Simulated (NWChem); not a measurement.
# SiNH5 (Si(NH2)H3): revTPSS/6-311+G(d,p)

What is the energy difference between two shapes of SiNH5 (Si(NH2)H3) at revTPSS/6-311+G**? 

Program for the calculation: NWChem 7.3.0.

2 further runs of the same task are left out: 2 set aside as unsound or not needed.

### Step 1. The structure to begin with

SiNH5: 7 atoms, total charge 0, spin state singlet. SMILES: `[H][Si]([H])([H])N`. The coordinates come from a GFN2-xTB relaxation.

Bond lengths: Si1–N2 1.723 Å, N2–H3 1.007 Å, N2–H4 1.007 Å, Si1–H5 1.460 Å, Si1–H6 1.461 Å, Si1–H7 1.472 Å. Angles: Si1–N2–H3 118.6°, Si1–N2–H4 118.6°, N2–Si1–H5 105.0°, N2–Si1–H6 105.1°, N2–Si1–H7 115.3°, H3–N2–H4 109.5°, H5–Si1–H6 113.3°, H5–Si1–H7 109.2°, H6–Si1–H7 109.1°.

### Step 2. Energy and gradient at revTPSS/6-311+G(d,p)

h5nsi.nw

```
start h5nsi
title "H5NSi revTPSS"
memory 2200 mb
charge 0

geometry units angstrom noautoz
   Si    -0.000690     0.002380    -0.682990
   N      0.090660     0.178690     1.028560
   H      0.707680    -0.428190     1.543790
   H     -0.763660     0.307400     1.545850
   H      1.387750    -0.009920    -1.135540
   H     -0.747920     1.169350    -1.146100
   H     -0.673820    -1.219710    -1.153570
end

basis spherical bse
   * library 6-311+G**
end

dft
   xc mgga_x_revtpss mgga_c_revtpss
   mult 1
   grid coarse
   convergence energy 1e-07
   print low
end

task dft gradient
```

Started as:

```sh
nwchem h5nsi.nw > h5nsi.out
```

Output:

```text
[...]
 d= 0,ls=0.0,diis     1   -347.1512546400 -4.12D+02  9.18D-03  5.29D-01     1.0
[...]
 d= 0,ls=0.0,diis     8   -347.1923312965  1.20D-09  1.59D-06  5.14D-08     5.8
         Total DFT energy =     -347.192331296499
      One electron energy =     -608.018393649216
           Coulomb energy =      225.314381935239
    Exchange-Corr. energy =      -29.655728990497
 Nuclear repulsion energy =       65.167409407976
[...]
                         DFT ENERGY GRADIENTS
    atom               coordinates                        gradient
                 x          y          z           x          y          z
   1 Si      0.000132   1.097136   0.014248    0.000243   0.003944   0.000702
   2 N      -0.001781  -2.157954   0.093534   -0.000271   0.003570  -0.003136
   3 H       1.555359  -3.084940  -0.488513   -0.006930   0.005159   0.002241
   4 H      -1.553137  -3.082248  -0.506549    0.007156   0.005499   0.002134
   5 H       2.351913   1.838914   1.253186   -0.007224  -0.006071  -0.004104
   6 H      -2.255438   1.851361   1.416566    0.006794  -0.006349  -0.004313
   7 H      -0.088078   2.222689  -2.528901    0.000233  -0.005752   0.006476
 Task  times  cpu:        8.2s     wall:        8.2s
 Total times  cpu:        8.2s     wall:        8.2s
```

Wall time 8.7 s (1 thread of INTEL XEON PLATINUM 8581C at 2.10GHz (Emerald Rapids), shared host); peak memory 0.11 GiB.

### Step 3. The distorted shape, same level

h5nsi.nw

```
start h5nsi
memory stack 880 mb heap 220 mb global 1100 mb
charge 0

geometry units angstroms noautoz
Si       0.032731      -0.008309      -0.695367
N        0.114890       0.192940       1.039332
H        0.718385      -0.437609       1.553205
H       -0.795539       0.314032       1.548482
H        1.371074       0.003083      -1.155313
H       -0.726752       1.189573      -1.156680
H       -0.700170      -1.226333      -1.173104
end

basis spherical bse
Si library 6-311+G**
N library 6-311+G**
H library 6-311+G**
end

dft
xc mgga_x_revtpss mgga_c_revtpss
grid coarse
convergence energy 1e-07
print medium
end

task dft gradient
```

Started as:

```sh
nwchem h5nsi.nw > h5nsi.out
```

Output:

```text
[...]
          Wavefunction type:  closed shell.
          No. of atoms     :     7
          No. of electrons :    26
[...]
          Charge           :     0
          Spin multiplicity:     1
[...]
          AO basis - number of functions:    82
[...]
              XC Information
              --------------
          Using LibXC version      7.1.2
                                    mgga_x_revtpss  1.000
                                    mgga_c_revtpss  1.000
[...]
 d= 0,ls=0.0,diis     1   -347.1496861776 -4.12D+02  9.54D-03  5.22D-01     0.9
[...]
 d= 0,ls=0.0,diis     8   -347.1905450083  2.14D-09  1.82D-06  6.90D-08     5.1
         Total DFT energy =     -347.190545008288
      One electron energy =     -606.507035378326
           Coulomb energy =      224.537449721080
    Exchange-Corr. energy =      -29.623287892162
 Nuclear repulsion energy =       64.402328541120
[...]
  wavefunction    = closed shell
                         DFT ENERGY GRADIENTS
    atom               coordinates                        gradient
                 x          y          z           x          y          z
   1 Si      0.015478   1.111348   0.015727    0.031415   0.013237   0.010060
   2 N       0.009914  -2.191254   0.102336    0.020686   0.006961   0.007090
   3 H       1.567153  -3.091317  -0.552127   -0.001942   0.004791   0.002267
   4 H      -1.626923  -3.106021  -0.547322   -0.021289  -0.009433  -0.007428
   5 H       2.267060   1.880921   1.236552   -0.024383  -0.010842  -0.011090
   6 H      -2.280188   1.825878   1.486563   -0.002131  -0.003408   0.001373
   7 H      -0.213197   2.270439  -2.560199   -0.002355  -0.001306  -0.002272
[...]
```

Run time: 8.1 s. Hardware: 1 thread of INTEL XEON PLATINUM 8581C at 2.10GHz (Emerald Rapids), shared host; peak memory 0.11 GiB.

### Step 4. What came out

At revTPSS/6-311+G**:

| quantity | value |
| --- | --- |
| first shape: total energy | -347.19233 Eh |
| first shape: largest force on an atom | 0.529 eV/Å |
| distorted shape: total energy | -347.19055 Eh |
| distorted shape: dipole moment | 1.13 D |
| distorted shape: HOMO energy | -6.09 eV |
| distorted shape: LUMO energy | -0.62 eV |
| distorted shape: HOMO–LUMO gap | 5.47 eV |
| distorted shape: largest force on an atom | 1.828 eV/Å |
| energy change with the atoms displaced | 0.049 eV |

In words: With the atoms displaced the energy rises by 0.05 eV (1.1 kcal/mol). The first shape isn't relaxed at this level, so the change isn't measured from a minimum. The largest force (first shape) is 0.53 eV/Å: the shape isn't a stationary point for this species at this level.
